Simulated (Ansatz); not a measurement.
The input, for Ansatz 0.2.0:

```yaml
crystal:
  periodic: [false, false, false]
  atoms:
    - {symbol: Ga, position_ang: [-0.013373, 0.000000, 1.338088]}
    - {symbol: As, position_ang: [0.039986, 0.000000, -1.216669]}
    - {symbol: H, position_ang: [-1.023554, -1.091450, -1.061932]}
    - {symbol: H, position_ang: [-1.023546, 1.091458, -1.061932]}
basis:
  gaussian: {orbitals: def2-mTZVP}
magnetization: {spin_polarized: false, initial_magnetization: 2}
correlation: {method: bccd_t, electrons: outside_noble_gas}
scf: {lower_state_search: light}
```

```sh
$ ansatz run in.yaml --threads 1 --pin off --events-out ev --progress --plain --max-ram 2393MiB
```

Log:

```
776 factors; integrals over basis functions are off by at most 4.7e-4 eV
mean field evaluation 1: about -113159.0821 eV, gradient 8.0e0 eV
mean field evaluation 2: about -113159.0825 eV, gradient 8.0e0 eV
mean field evaluation 4: about -113159.6992 eV, gradient 2.0e0 eV
mean field evaluation 8: about -113159.7681 eV, gradient 1.8e-1 eV
mean field evaluation 16: about -113159.0822 eV, gradient 8.0e0 eV
mean field evaluation 32: about -113159.7703 eV, gradient 1.1e-4 eV
mean field evaluation 64: about -113159.6617 eV, gradient 2.1e-3 eV
mean field evaluation 96: about -113156.4858 eV, gradient 8.2e-2 eV
mean field evaluation 128: about -113156.1568 eV, gradient 6.0e-1 eV
mean field evaluation 160: about -113156.1308 eV, gradient 9.4e-4 eV
mean field evaluation 192: about -113156.4872 eV, gradient 6.0e-2 eV
mean field evaluation 224: about -113156.1534 eV, gradient 4.0e-1 eV
mean field evaluation 256: about -113159.7703 eV, gradient 3.7e-2 eV
mean field evaluation 288: about -113157.4525 eV, gradient 2.3e0 eV
mean field evaluation 320: about -113156.1541 eV, gradient 2.3e-1 eV
mean field -113159.77034513 eV, -4158.5448577363 hartree, gradient 1.8e-6 eV, S^2 2.000000; 9 other end points of the search recorded, 0 dependent functions left out
mean field evaluation 352: about -113159.9581 eV, gradient 5.0e-2 eV
determinant -113159.77034513 eV, -4158.5448577363 hartree, with singles and doubles -113164.43452171 eV, -4158.7162630642 hartree
determinant -113159.66152777 eV, -4158.5408587722 hartree, with singles and doubles -113164.32511762 eV, -4158.7122425381 hartree
determinant -113157.28304596 eV, -4158.4534511778 hartree, with singles and doubles -113161.99494154 eV, -4158.6266101465 hartree
determinant -113156.48668830 eV, -4158.4241855737 hartree, with singles and doubles -113161.29403111 eV, -4158.6008521633 hartree
determinant -113159.77034513 eV, -4158.5448577363 hartree, with singles and doubles -113164.41614452 eV, -4158.7155877147 hartree
determinant -113159.66152777 eV, -4158.5408587722 hartree, with singles and doubles -113164.30697868 eV, -4158.7115759441 hartree
mean field evaluation 384: about -113159.7703 eV, gradient 1.2e-4 eV
28 core orbitals not correlated: weight in the atoms' cores, before any rotation towards them, 0.999 or more for the frozen orbitals, at most 0.001 for the correlated occupied ones
reference -113159.77034513 eV, -4158.5448577363 hartree; 6, 4 occupied and 44, 46 virtual orbitals, 776 factors
second order -3.72754431 eV of doubles, -0.07278701 eV of singles
cycle   1  -4.65395136 eV  change   -8.2e-3 eV  update   1.1e-2
cycle   2  -4.65097236 eV  change    3.0e-3 eV  update   5.0e-3
cycle   3  -4.64869327 eV  change    2.3e-3 eV  update   3.2e-3
cycle   4  -4.64950752 eV  change   -8.1e-4 eV  update   1.6e-3
cycle   5  -4.65015495 eV  change   -6.5e-4 eV  update   5.9e-4
cycle   6  -4.65019910 eV  change   -4.4e-5 eV  update   2.3e-4
cycle   7  -4.65026314 eV  change   -6.4e-5 eV  update   9.3e-5
cycle   8  -4.65027485 eV  change   -1.2e-5 eV  update   3.2e-5
cycle   9  -4.65027785 eV  change   -3.0e-6 eV  update   1.4e-5
cycle  10  -4.65027644 eV  change    1.4e-6 eV  update   6.4e-6
perturbative correction -0.15914075 eV, -0.0058483147 hartree
Total energy: -113164.57976232 eV, -4158.7216005581 hartree
```

Ran on 1 thread of Arm Neoverse V2, shared host: 21 s wall, 0.24 GiB peak host memory.
